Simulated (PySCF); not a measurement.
From one molecule to another.

First species: (2S)-2-methoxypropanenitrile, C4H7NO.
Numbering: `[CH3:1][O:2][C@@H:3]([CH3:4])[C:5]#[N:6]` (hydrogens: H7, H8, H9 on C1; H10 on C3; H11, H12, H13 on C4)

Cartesian coordinates in Å at the PBE0-D3(BJ)/def2-SVP level; atoms count from 1:
```
atom  x, y, z in Å
C1     1.7738    0.3922    0.7953
O2     0.4093    0.0887    0.8965
C3    -0.2085   -0.2222   -0.3137
C4    -1.6131   -0.7180   -0.0238
C5    -0.2331    0.9485   -1.2228
N6    -0.2365    1.8706   -1.9217
H7     2.3474   -0.4511    0.3652
H8     2.1401    0.5879    1.8114
H9     1.9526    1.2894    0.1746
H10    0.3624   -1.0115   -0.8480
H11   -1.5509   -1.6014    0.6261
H12   -2.1353   -0.9849   -0.9525
H13   -2.1840    0.0628    0.4975
```

Second species: C6H6.
Atom-mapped SMILES: `[CH:1]#[C:2][C@H:3]1[CH:4]=[CH:5][CH2:6]1` (hydrogens: H7 on C1; H8 on C3; H9 on C4; H10 on C5; H11, H12 on C6)

Cartesian coordinates in Å at the PBE0-D3(BJ)/def2-SVP level; atoms count from 1:
```xyz
12
C6H6 angstrom
C      2.6566    0.4465    0.1765
C      1.5417    0.0301   -0.0514
C      0.2029   -0.4711   -0.3158
C     -0.6568   -0.8703    0.8734
C     -1.6238    0.0125    0.5922
C     -0.9210    0.5847   -0.6116
H      3.6459    0.8148    0.3745
H      0.2527   -1.2516   -1.0961
H     -0.5053   -1.6237    1.6501
H     -2.5862    0.2441    1.0560
H     -1.4241    0.4557   -1.5843
H     -0.5827    1.6282   -0.5195
```

Levels: CAM-B3LYP/def2-SVPD for dipole moment, HOMO energy, LUMO energy, HOMO–LUMO gap, static isotropic polarisability and electronic spatial extent ⟨r²⟩ about the centre of nuclear charge; TDDFT CAM-B3LYP/def2-SVPD for lowest singlet excitation; PBE0-D3(BJ)/def2-SVP for rotational constant A and rotational constant C. Geometries: PBE0-D3(BJ)/def2-SVP. All species are isolated and taken at one optimised geometry, non-relativistic unless stated. Electronic properties by PySCF.

Dipoles, sizes and rotational constants follow the conformer. The torsions of the flexible species, by atom-mapped SMILES:
- `[CH3:1][O:2][C@@H:3]([CH3:4])[C:5]#[N:6]`: C1–O2–C3–C4 172°

Values for the first species:

| Quantity | Value |
| --- | --- |
| Dipole moment | 3.35 D |
| HOMO energy | -9.91 eV |
| LUMO energy | 0.99 eV |
| HOMO–LUMO gap | 10.90 eV |
| Lowest singlet excitation | 7.43 eV |
| Static isotropic polarisability | 57.3 au |
| Electronic spatial extent ⟨r²⟩ about the centre of nuclear charge | 618 bohr² |
| Rotational constant A | 4.393 GHz |
| Rotational constant C | 2.042 GHz |

Problem. Estimate the same properties for the second species, and the change in each.

Solution. 
| property | first | second | second less first |
| --- | --- | --- | --- |
| dipole moment | 3.35 D | 0.78 D | -2.57 D |
| HOMO energy | -9.91 eV | -8.71 eV | +1.20 eV |
| LUMO energy | 0.99 eV | 1.19 eV | +0.20 eV |
| HOMO–LUMO gap | 10.90 eV | 9.90 eV | -1.00 eV |
| lowest singlet excitation | 7.43 eV | 6.36 eV | -1.07 eV |
| static isotropic polarisability | 57.3 au | 66.5 au | +9.2 au |
| electronic spatial extent ⟨r²⟩ about the centre of nuclear charge | 618 bohr² | 565 bohr² | -53 bohr² |
| rotational constant A | 4.393 GHz | 10.013 GHz | +5.620 GHz |
| rotational constant C | 2.042 GHz | 2.292 GHz | +0.250 GHz |

On the first: The 6 singlets span 7.43 to 8.45 eV, and their oscillator strengths add up to 0.04. The principal polarisabilities are 48.1, 59.6 and 64.2 au; their mean is the isotropic value.

On the second: The principal polarisabilities are 52.4, 60.7 and 86.5 au; their mean is the isotropic value. In atomic units the dipole is 0.31 e·bohr (1 au = 2.5417 D).
